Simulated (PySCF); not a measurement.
How methods differ on the ionisation energy of Be

Be [He] 2s2 → Be⁺ [He] 2s1 [2s1/2^1, M_J = 1/2], as a difference of total energies. Calculation: PySCF 2.14, in an uncontracted even-tempered set (20 s from 0.019 bohr⁻², ratio 2.4; 12 p from 0.025 bohr⁻², ratio 2.4; 6 d from 0.17 bohr⁻², ratio 2.6; 6 f from 0.26 bohr⁻², ratio 2.6); the two-component X2C-1e Hamiltonian. Correlated levels: nothing frozen; the 32 highest virtual spinors dropped. "Screened" scales the spin-orbit matrix elements by Boettger's factors to mimic the two-electron term; Breit and QED terms are absent.

| method | ionisation energy (eV) | error (eV) |
| --- | --- | --- |
| GHF (screened spin-orbit) | 8.044 | -1.279 |
| GMP2 (screened spin-orbit) | 8.878 | -0.445 |

Reference: 9.323 eV (measured; NIST Atomic Spectra Database, ionization energies).

MP2 underrates the near-degeneracy of ns² with np² in the lower species.
